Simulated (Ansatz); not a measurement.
**[NO2]− (nitrite): levels of theory compared**

Wanted: a comparison of 6 runs (UHF/STO-3G, PBE0/STO-3G, revPBE/STO-3G, MP2/STO-3G, CCSD(T)/STO-3G, FCI/STO-3G) of [NO2]− (nitrite). 

The calculation is run with Ansatz 0.2.0.

13 further runs of the same task are left out: 11 that didn't finish, 2 set aside as unsound or not needed.

### Step 1. The structure to begin with

The species is [NO2]− (3 atoms), meant as a singlet with charge -1. As SMILES, `O=N[O-]`. The O3–N2 distance was set to 1.868 Å, away from the relaxed value.

Bond lengths: O1–N2 1.245 Å. A long bond or contact: N2–O3 1.868 Å.

### Step 2. A single-point energy at UHF/STO-3G (run 1)

File input.yaml:

```yaml
crystal:
  periodic: [false, false, false]
  atoms:
    - {symbol: O, position_ang: [0.810008, 1.243579, 0.583419]}
    - {symbol: N, position_ang: [0.812918, 0.005529, 0.447789]}
    - {symbol: O, position_ang: [-0.648590, -0.747260, -0.439610]}
basis:
  gaussian: {orbitals: STO-3G}
total_charge: -1
magnetization: {spin_polarized: true}
hamiltonian: {xc: hf}
accuracy: high
```

Run with:

```sh
$ ansatz run input.yaml --threads 1 --pin off --max-ram 3480MiB --events-out events.jsonl --progress --plain --runs-dir runs
```

Log:

```text
Warning: RAYON_NUM_THREADS=1 ignored (pool sized by the plan → 1); use --threads N
Functional definition: HF
  name "HF"
  exchange = exact_x
  correlation = 0
250 factors; integrals over basis functions are off by at most 4.0e-8 eV
mean field evaluation 1: about -5453.9043 eV, gradient 3.0e1 eV
mean field evaluation 2: about -5453.9949 eV, gradient 3.0e1 eV
mean field evaluation 4: about -5464.7039 eV, gradient 2.3e1 eV
mean field evaluation 8: about -5470.6300 eV, gradient 2.7e0 eV
mean field evaluation 16: about -5470.8130 eV, gradient 7.8e-7 eV
mean field evaluation 32: about -5472.3049 eV, gradient 9.5e-1 eV
mean field evaluation 64: about -5471.9709 eV, gradient 3.6e0 eV
mean field evaluation 96: about -5473.6989 eV, gradient 2.5e-1 eV
mean field evaluation 128: about -5471.3760 eV, gradient 1.1e0 eV
mean field evaluation 160: about -5472.3887 eV, gradient 3.9e-1 eV
mean field evaluation 192: about -5470.8205 eV, gradient 1.3e1 eV
mean field evaluation 224: about -5472.1564 eV, gradient 5.3e-1 eV
mean field evaluation 256: about -5470.8130 eV, gradient 8.3e-5 eV
mean field -5473.75822839 eV, -201.1569046467 hartree, gradient 7.6e-8 eV, S^2 1.638873; 7 other end points of the search recorded, 0 dependent functions left out
reference -5473.75822839 eV, -201.1569046467 hartree; 12, 12 occupied and 3, 3 virtual orbitals, 250 factors
Total energy: -5473.75822839 eV, -201.1569046467 hartree
```

Run time: 0.44 s. Hardware: 1 thread of Arm Neoverse V1, shared host.

### Step 3. A single-point energy at PBE0/STO-3G (run 2)

File input.yaml:

```yaml
crystal:
  periodic: [false, false, false]
  atoms:
    - {symbol: O, position_ang: [0.810008, 1.243579, 0.583419]}
    - {symbol: "N", position_ang: [0.812918, 0.005529, 0.447789]}
    - {symbol: O, position_ang: [-0.648590, -0.747260, -0.439610]}
basis:
  gaussian: {orbitals: STO-3G}
total_charge: -1
hamiltonian: {xc: pbe0}
accuracy: high
```

Run with:

```sh
$ ansatz run input.yaml --threads 1 --pin off --max-ram 3480MiB --events-out events.jsonl --progress --plain --runs-dir runs
```

Log:

```text
Warning: RAYON_NUM_THREADS=1 ignored (pool sized by the plan → 1); use --threads N
Functional definition: PBE0
  name "PBE0"
  parameter a = 0.25
  parameter kappa = 0.804
  parameter beta = 0.06672455060314922
  exchange = (1 - a)*pbe_x(kappa = kappa, mu = beta*pi^2/3) + a*exact_x
  correlation = pbe_c(beta = beta)
250 factors; integrals over basis functions are off by at most 4.0e-8 eV
mean field evaluation 1: about -5477.9312 eV, gradient 4.9e1 eV
mean field evaluation 2: about -5236.2004 eV, gradient 9.5e1 eV
mean field evaluation 4: about -5478.8037 eV, gradient 4.7e1 eV
mean field evaluation 8: about -5478.7759 eV, gradient 4.7e1 eV
mean field evaluation 16: about -5492.9053 eV, gradient 2.2e-6 eV
mean field -5492.90529145 eV, -201.8605462358 hartree, gradient 2.0e-8 eV, S^2 0.000000; 0 other end points of the search recorded, 0 dependent functions left out
reference -5492.90529207 eV, -201.8605462586 hartree; 12, 12 occupied and 3, 3 virtual orbitals, 250 factors
Total energy: -5492.90529207 eV, -201.8605462586 hartree
```

Wall time 0.77 s (1 thread of Arm Neoverse V1, shared host).

Runs 3 to 5 aren't shown in full; the table further down has their settings and results.

### Step 4. The energy at FCI/STO-3G (run 6)

File input.yaml:

```yaml
crystal:
  periodic: [false, false, false]
  atoms:
    - {symbol: O, position_ang: [0.810008, 1.243579, 0.583419]}
    - {symbol: N, position_ang: [0.812918, 0.005529, 0.447789]}
    - {symbol: O, position_ang: [-0.648590, -0.747260, -0.439610]}
basis:
  gaussian:
    orbitals: STO-3G
total_charge: -1
correlation:
  method: fci
  frozen_orbitals: {"N": 1, O: 1}
accuracy: high
```

Run with:

```sh
$ ansatz run input.yaml --threads 1 --pin off --max-ram 3480MiB --events-out events.jsonl --progress --plain --runs-dir runs
```

Log:

```text
Warning: RAYON_NUM_THREADS=1 ignored (pool sized by the plan → 1); use --threads N
Functional definition: HF
  name "HF"
  exchange = exact_x
  correlation = 0
250 factors; integrals over basis functions are off by at most 4.0e-8 eV
mean field evaluation 1: about -5453.9043 eV, gradient 4.3e1 eV
mean field evaluation 2: about -5453.9949 eV, gradient 4.3e1 eV
mean field evaluation 4: about -5464.7039 eV, gradient 3.2e1 eV
mean field evaluation 8: about -5470.6300 eV, gradient 3.9e0 eV
mean field evaluation 16: about -5470.8130 eV, gradient 3.5e-6 eV
mean field evaluation 32: about -5467.0066 eV, gradient 3.7e0 eV
mean field evaluation 64: about -5469.6058 eV, gradient 6.4e0 eV
mean field evaluation 96: about -5453.9117 eV, gradient 4.3e1 eV
mean field -5470.81295991 eV, -201.0486680263 hartree, gradient 2.5e-8 eV, S^2 0.000000; 9 other end points of the search recorded, 0 dependent functions left out; unrestricted orbitals would lower it
mean field evaluation 128: about -5472.2891 eV, gradient 8.4e-2 eV
determinant -5470.81295991 eV, -201.0486680263 hartree, with singles and doubles -5475.66245739 eV, -201.2268837717 hartree
determinant -5468.43144453 eV, -200.9611489506 hartree, with singles and doubles -5472.26510504 eV, -201.1020333757 hartree
unrestricted determinant -5472.44508193 eV, -201.1086474046 hartree, S^2 1.3643
3 core orbitals not correlated: weight in the atoms' cores, before any rotation towards them, 1.000 or more for the frozen orbitals, at most 0.000 for the correlated occupied ones
reference -5470.81295991 eV, -201.0486680263 hartree; 9, 9 occupied and 3, 3 virtual orbitals, 250 factors
state -5477.23791037 eV, -201.2847806011 hartree
Total energy: -5477.23791037 eV, -201.2847806011 hartree
```

Wall time 1.1 s (1 thread of Arm Neoverse V1, shared host).

### Step 5. All runs side by side

```
run           level  frozen core orbitals  energy (Eh)  wall time
  1      UHF/STO-3G                     –  -201.156905     0.44 s
  2     PBE0/STO-3G                     –  -201.860546     0.77 s
  3   revPBE/STO-3G                     –  -202.062019      1.8 s
  4      MP2/STO-3G                     3  -201.186710      0.3 s
  5  CCSD(T)/STO-3G                     3  -201.282153     0.32 s
  6      FCI/STO-3G                     3  -201.284781      1.1 s
```

### Step 6. Summary of results

| quantity | value |
| --- | --- |
| run 6: total energy | -201.28478 Eh |
| run 6: correlation energy (3 core orbitals frozen) | -236.1 mEh |

What this shows: Against full CI in this basis: UHF +127.9 mEh; MP2 +98.1 mEh; CCSD(T) +2.6 mEh. Totals of different functionals can't be ranked against each other. In run 5 the T1 diagnostic is large, so a single reference may not serve. In runs 4, 5 the log says that unrestricted orbitals would lower the reference, so the values rest on an unstable closed-shell determinant (other closed-shell runs at this shape may share the fault). In runs 1, 2, 3, 4, 5, 6 the basis is minimal, so the values are rough. Spin contamination of the reference: run 1 ⟨S²⟩ = 1.64. Where it is this large, the reference is a mixture of spin states, and values that rest on it are in doubt. All runs together took 4.7 s, the longest 1.8 s.
